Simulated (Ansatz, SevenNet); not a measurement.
Elastic constant C12 (GPa) of solids drawn from the class of tetrahedrally bonded semiconductors and semimetals, at two levels: the machine-learned potential SevenNet-l3i5 (trained on PBE and PBE+U data), and PBE (Ansatz, a first-principles code, PAW).

```csv
solid,SevenNet-l3i5,PBE,shift (%)
zinc-blende GaN (metastable phase),142,131,-7.7
cubic BN,272,169,-38
zinc-blende AlP,68.9,61.3,-11.0
wurtzite ZnO,112,107,-4.5
zinc-blende CdTe,31.2,29.7,-4.8
zinc-blende AlN (metastable phase),166,149,-10.2
zinc-blende ZnS,58.0,55.8,-3.8
3C-SiC,147,127,-13.6
zinc-blende GaP,55.0,52.5,-4.5
```

The shifts run from -38 % to -3.8 %, with a median of -7.7 %.

Of 9 rows, PBE is the larger in 0 and the smaller in 9.

Ansatz's runs of these crystals have no spin polarisation.

Spin–orbit coupling is left out, also for the solids with elements from indium on (zinc-blende CdTe); its size isn't shown.

Each level is taken at its own relaxed cell. Ansatz's density-functional and Hartree–Fock values are scalar-relativistic unless marked +SOC, with PAW data made under PBE.
